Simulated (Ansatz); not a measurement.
This Ansatz (a first-principles code) input (MP2/cc-pwCVQZ) gives -116.43017 Eh with 372 basis functions. A basis named .json is the Basis Set Exchange file of that set (core-valence sets with the plain set on hydrogen).

Ansatz 0.2 input:
```yaml
crystal:
  periodic: [false, false, false]
  atoms:
    - {symbol: C, position_ang: [-0.00105023, -0.00044593, 0.21807837]}
    - {symbol: C, position_ang: [-0.00682676, -0.00289863, 1.41756777]}
    - {symbol: C, position_ang: [0.00595226, 0.00252732, -1.23597935]}
    - {symbol: H, position_ang: [-0.01194066, -0.00506999, 2.47946412]}
    - {symbol: H, position_ang: [0.01516829, 1.02317495, -1.62370089]}
    - {symbol: H, position_ang: [0.88736845, -0.51296496, -1.62264162]}
    - {symbol: H, position_ang: [-0.87904773, -0.50023658, -1.63112234]}
basis:
  gaussian:
    orbitals: cc-pwCVQZ.json
magnetization: {spin_polarized: false}
correlation: {method: mp2, electrons: outside_noble_gas}
```

Change:
```diff
- orbitals: cc-pwCVQZ.json
+ orbitals: cc-pCVQZ.json
```

### Question
What does the run give now?

### Answer
-116.42915 Eh (MP2/cc-pCVQZ, 372 functions), a change of +1.02 mEh.
